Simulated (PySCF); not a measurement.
# Checking a proposed structure

A compound C3H7N gives the data below (simulated from a calculation) and was assigned the structure `C/C=N\C`.

$^{13}$C{$^{1}$H} NMR (computed): δ 177.5 (C), 31.5 (CH3), 29.5 (CH3).

$^{1}$H NMR (400 MHz, computed): δ 10.25 (br s, 1H), 2.01 (s, 3H), 1.89 (s, 3H).

[PySCF 2.14: B3LYP/pcJ-1 coupling constants (spin–dipole term only in couplings to heteroatoms); PBE0/pcSseg-1 with gauge-including orbitals; geometry: GFN2-xTB; rapidly exchanging positions averaged; no relativistic terms; single conformer; gas phase]

References, each an isolated molecule treated in the same way: $^{1}$H (σ = 31.72 ppm), $^{13}$C (σ = 186.93 ppm) against TMS.

Problem. Compare with the shifts computed for the proposed structure, pairing carbons in order of shift.

Solution. Numbering as in the mapped SMILES `[CH3:1]/[CH:2]=[N:3]\[CH3:4]` (H(Xn): hydrogen on atom n).

```
atom  computed for proposal  given list  difference
  C2                  162.4       177.5       -15.1
  C4                   40.4        31.5        +8.9
  C1                   15.1        29.5       -14.4
```

The rms difference is 13.1 ppm and the largest -15.1 ppm at C2 (C=N carbon). The carbon types in order of shift don't match either: CH, CH3, CH3 for the proposal against C, CH3, CH3 in the data. The proposal doesn't fit.

Problem. Which isomer fits?

Solution. 2-propanimine.

Carbon types of the structure: 1 × C, 2 × CH3, leaving 1 H on heteroatoms. δC 177.5: C=N carbon. δC 31.5, 29.5: methyl carbon; saturated and bonded to C and H only. δH 10.25: hydrogen on an imine nitrogen; labile proton, position sensitive to the medium. δH 2.01, 1.89: hydrogen on a methyl carbon.

The data come from this structure; uniqueness wasn't tested.

Exchangeable OH/NH protons stand at their gas-phase positions; hydrogen bonding in a real sample shifts them, mostly to higher δ. Shifts are as computed. Against solution values, carbons near 30 ppm lie about +3 ppm off and those near 130 ppm about +5 ppm. Of 1211 compounds with measured shifts, 218 miss one by over three times the rms of a fit or turn the order of signals round; such compounds aren't used in these exercises.
